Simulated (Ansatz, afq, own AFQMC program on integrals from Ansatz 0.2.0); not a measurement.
SiHBr, triplet in cc-pVTZ, levels against CCSDT(Q)

```xyz
3

Br    0.0000    0.0000   -1.9307
H     0.0000    0.0000    0.2453
Si    0.0000    0.0000    1.6853
```

Connectivity, by distances: Br ··· SiH.

Basis cc-pVTZ. Noble-gas cores (and the filled d shells of Ga–Kr and In–Xe) are frozen. Integrals, coupled cluster, full CI and functionals: Ansatz 0.2.0; the random walks run on the same integrals in our own AFQMC program. The CISD trial takes its coefficients from CCSD amplitudes. Released means that phaseless walkers are propagated on without the constraint, phases kept. Error bars are statistical, one sigma. No spin–orbit coupling.

Determinant: UHF, the one that the program's search chose, which needn't be the lowest solution. The geometry is a point of a scan.

No full CI on the walks' own integrals is used here; CCSDT(Q) serves as the reference and is uncertain by about the last step of the cluster series.

Cautions: no relativity below Rb; no spin-orbit coupling; inner d shell frozen; lower spins were not checked; the determinant is a saddle point among determinants of its kind; the released energies move by 1.5 errors or more from one time to the next, so no released level is given (meV from the phaseless value at times in 1/Eh: -6 ± 4 at 0.24, -7 ± 4 at 0.51, -16 ± 4 at 0.99, -10 ± 6 at 1.62, -20 ± 5 at 2.40), though the last usable value meets CCSDT(Q) within the noise.

The T1 diagnostic is 0.0229. The weight of the determinant in the CISD state is 0.851 and the ⟨S²⟩ of the determinant is 2.028. The size of the correlated space is 12 electrons in 72 orbitals.

Reference: CCSDT(Q), correlation energy -7.579 eV.

```
        level  E − E(reference) (mEh)  share of correlation (%)
           HF                  278.53                      0.00
          MP2                   53.07                     80.95
         CCSD                   11.11                     96.01
      CCSD(T)                    1.91                     99.31
        CCSDT                    0.36                     99.87
ph-AFQMC/CISD             0.61 ± 0.20                     99.78
```

A walk keeps the symmetry of its determinant, which the program's search chose and which needn't be the lowest solution, so a lower state of the same spin and another symmetry isn't excluded.
